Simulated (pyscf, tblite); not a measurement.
H₃C–CH₂–ZnH → ethylene (H₂C=CH₂) + ZnH₂: energy along the mass-weighted descent from the GFN2-xTB saddle (tblite), relative to the relaxed reactant side.

```
s (amu^1/2 bohr) | E (kcal/mol)
    -9.89 | # 1.1
    -9.37 | # 1.5
    -8.64 | ## 2.8
    -5.76 | #### 4.7
    -2.88 | ####### 9.0
    0.000 | ############################## 38.1
     2.88 | ########### 13.5
     5.76 | ##### 6.2
     7.73 | ### 4.1
     8.30 | ### 3.4
     8.73 | ## 3.0
```

The GFN2-xTB barrier from the reactant side is 159.5 kJ/mol. What does ωB97X-D3(BJ) (PySCF) give from its own reactant-side minimum, in def2-SVP and in def2-TZVP?

210.8 kJ/mol in the double-zeta basis after reoptimising the saddle, and 204.5 kJ/mol in the triple-zeta single point, so the tight-binding barrier lies 45.0 kJ/mol under the latter. The imaginary mode goes from 1067i to 882i cm⁻¹.
